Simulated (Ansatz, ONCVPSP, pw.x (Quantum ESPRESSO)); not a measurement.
**Which Si potential is closest to all-electron in the diamond crystal?**

All use PBE, scalar-relativistic, no spin, cutoffs from each file’s atomic test, pw.x 7.5; 8³ k-points, Fermi–Dirac smearing 0.01 Ry. Δ is the rms difference from all-electron LAPW of the E(V) curves that follow from fits to the pressures, over ±6 % in volume. Mesh and smearing are coarse and serve the comparison alone. The files are a selection: those with a ghost or negative overlap were mostly not run, and those with noisy or unconverged pressures or nearly equal Δ are left out.

All-electron: a0 = 5.469 Å (V0 = 20.45 Å³/atom), B0 = 88.5 GPa.

(1) Rank them by Δ, smallest first.
A. optimised norm-conserving Vanderbilt (ONCV), ONCVPSP 4.0.1.1 (patched build), PBE; core [Ne], reference 3s1 3p3; waves: 3s: rc 1.80 bohr, ncon 3, nbas 8, qcut 3.2 1/bohr, 2 projectors, debl 3.2 Ha; 3p: rc 1.90 bohr, ncon 4, nbas 8, qcut 4.2 1/bohr, 2 projectors, debl 2 Ha; d scattering state at 0.13 Ha: rc 2.00 bohr, ncon 3, nbas 7, qcut 4.6 1/bohr, 1 projector; local part: polynomial inside 1.75 bohr (lpopt 5, dvloc0 0 Ha); core correction: Teter function, fcfact 4.25, rcfact 1.1.
B. optimised norm-conserving Vanderbilt (ONCV), ONCVPSP 4.0.1.1 (patched build), PBE; core [Ne], reference 3s2 3p2; waves: 3s: rc 1.35 bohr, ncon 3, nbas 7, qcut 4.5 1/bohr, 1 projector; 3p: rc 1.70 bohr, ncon 3, nbas 7, qcut 5.8 1/bohr, 2 projectors, debl 2 Ha; d scattering state at 0.04 Ha: rc 1.30 bohr, ncon 4, nbas 8, qcut 6.9 1/bohr, local; local part: the d channel; core correction: Teter function fitted to the true core (icmod 2), fcfact 0.35.
C. optimised norm-conserving Vanderbilt (ONCV), ONCVPSP 4.0.1.1 (patched build), PBE; core [Ne], reference 3s2 3p2; waves: 3s: rc 1.50 bohr, ncon 4, nbas 9, qcut 4.2 1/bohr, 1 projector; 3p: rc 2.30 bohr, ncon 4, nbas 9, qcut 3 1/bohr, 1 projector; d scattering state at 0.37 Ha: rc 2.50 bohr, ncon 3, nbas 6, qcut 3.7 1/bohr, 3 projectors, debl 1.3 Ha; local part: polynomial inside 1.50 bohr (lpopt 4, dvloc0 4 Ha); core correction: polynomial model core, fcfact 0.4.
D. optimised norm-conserving Vanderbilt (ONCV), ONCVPSP 4.0.1.1 (patched build), PBE; core [Ne], reference 3s2 3p1; waves: 3s: rc 1.85 bohr, ncon 4, nbas 7, qcut 3.6 1/bohr, 2 projectors, debl 0.4 Ha; 3p: rc 2.25 bohr, ncon 3, nbas 7, qcut 3.7 1/bohr, 2 projectors, debl 1 Ha; local part: polynomial inside 1.20 bohr (lpopt 4, dvloc0 0 Ha); core correction: polynomial model core, fcfact 0.75. In the s channel the program set the typed energies aside and used -0.700, 0.250 Ha.
E. optimised norm-conserving Vanderbilt (ONCV), ONCVPSP 4.0.1.1 (patched build), PBE; core [Ne], reference 3s2 3p2; waves: 3s: rc 1.80 bohr, ncon 4, nbas 7, qcut 3.7 1/bohr, 2 projectors, debl 1.9 Ha; 3p: rc 1.75 bohr, ncon 3, nbas 6, qcut 5.4 1/bohr, 2 projectors, debl 1.6 Ha; d scattering state at 0.35 Ha: rc 1.60 bohr, ncon 4, nbas 8, qcut 5.4 1/bohr, 2 projectors, debl 2.6 Ha; local part: polynomial inside 1.45 bohr (lpopt 3, dvloc0 6 Ha); core correction: Teter function, fcfact 5.75, rcfact 1.35.

Results:

(1) A (0.6 meV/atom), E (1.6 meV/atom), B (2.3 meV/atom), D (3.1 meV/atom), C (7.2 meV/atom).
